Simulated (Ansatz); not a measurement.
# HBO, singlet in cc-pVDZ: errors against RCCSDT(Q)

Geometry: a point of a stretch scan, not a stationary point.

```
atom   x (Å)   y (Å)    z (Å)
   B  0.0000  0.0000   0.0494
   O  0.0000  0.0000  -1.2716
   H  0.0000  0.0000   1.2221
```

Basis cc-pVDZ; Ansatz 0.2.0. Correlated methods freeze the noble-gas cores, which leaves 10 electrons in 31 orbitals. Prefix R: restricted or restricted open-shell reference. Active spaces: pair = (2e, 2o) about the gap; valence = (10e, 9o) chosen from the atoms' valence shells.

Full CI isn't at hand for all of this; RCCSDT(Q) serves as the reference, and is uncertain by about the last step of the cluster series.

The UHF ⟨S²⟩ is 0.000, the T1 diagnostic (RCCSD) is 0.0294 and the largest doubles amplitude (RCCSD) is 0.077.

```tsv
level	E − E(RHF) (eV)
RMP2	-7.6755
RCCSD	-7.7820
RCCSD(T)	-8.0994
```

Task: Estimate how far RCCSDT(Q) in cc-pVDZ lies from RCCSD(T). The table doesn't fix it; the size of (T) and the diagnostics are the guide.

Result: RCCSDT(Q) in cc-pVDZ lies 1.31 kcal/mol below RCCSD(T), which is 18 % of the (T) step (-7.32 kcal/mol). T1 is raised, but (T) still catches most of what CCSD lacks. The miss exceeds 1 kcal/mol.

The other levels:

| level | E − E(RCCSDT(Q)) (kcal/mol) | share of correlation (%) | wall time |
| --- | --- | --- | --- |
| CISD | 20.97 | 88.85 | 1.1 s |
| BCCD(T) | 1.27 | 99.32 | 0.48 s |
| RCCSDT | 0.87 | 99.54 | – |
| CASSCF (pair space) | 172.69 | 8.19 | – |
| NEVPT2 (pair space) | 11.47 | 93.90 | 0.72 s |
| MRCISD (pair space) | 17.80 | 90.54 | – |
| MRCISD+Q (pair space) | 3.71 | 98.03 | 1.1 s |
| CASSCF (valence space) | 96.05 | 48.93 | – |
| NEVPT2 (valence space) | 19.70 | 89.53 | 5.5 s |
| MRCISD (valence space) | 4.79 | 97.45 | – |
| MRCISD+Q (valence space) | 0.80 | 99.57 | 7 s |

The correlation energy at RCCSDT(Q), counted from RHF, is -8.156 eV. That run took 2.5 s on 1 thread of Intel Xeon Platinum 8259CL, shared host.

Times hold each run's SCF and search for its determinant on a shared host, so for small cases they say little of a method's own cost; they ran on 1 thread of Intel Xeon Platinum 8259CL.

Natural occupations of CASSCF (valence space) about the gap: 1.997 1.984 1.970 1.949 1.949 0.052 0.052 0.034 0.013; effectively unpaired electrons, Σ n²(2−n)², 0.05.
